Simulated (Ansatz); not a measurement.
One starting cell of Nb (a randomly generated symmetric cell of Nb (space group No. 139)) was relaxed twice with Ansatz (plane waves, PAW, scalar-relativistic): with r2SCAN at 500 eV and with PBE at 420 eV. The r2SCAN result:

```cif
data_Nb
_chemical_formula_sum 'Nb1'
_space_group_name_H-M_alt 'P 1'
_space_group_IT_number 1
_cell_length_a 2.86043
_cell_length_b 2.86043
_cell_length_c 2.86043
_cell_angle_alpha 109.471
_cell_angle_beta 109.471
_cell_angle_gamma 109.471
loop_
_space_group_symop_operation_xyz
  'x, y, z'
loop_
_atom_site_label
_atom_site_type_symbol
_atom_site_fract_x
_atom_site_fract_y
_atom_site_fract_z
_atom_site_occupancy
Nb1 Nb 0.00000 0.00000 0.00000 1
```

```csv
quantity,r2SCAN,PBE
space group,Im-3m,Im-3m
volume (Å³/atom),18.02,(withheld)
a (Å),3.303,(withheld)
"gap (eV, no spin-orbit coupling)",0.00,(withheld)
```

Q: What does PBE give for the same quantities?

A: 
- volume (Å³/atom), PBE: 18.13
- a (Å), PBE: 3.310
- gap (eV, no spin-orbit coupling), PBE: 0.00

Both levels end in the same structure; PBE's volume is 0.6 % larger. Neither column is exact.

No spin polarisation in the result.

Measured for Nb: a 3.294 Å (static lattice; corrected from measurement; as listed in Daniel Mejia-Rodriguez, S. B. Trickey, Phys. Rev. B (2018)). Computed minus measured — a: r2SCAN +0.3 %, PBE +0.5 %. The computed values are for a static lattice.

The run could not lose the symmetry of its start; a randomly shaken copy of 2 atoms returns to this structure.

Ansatz is a program for electronic structure.
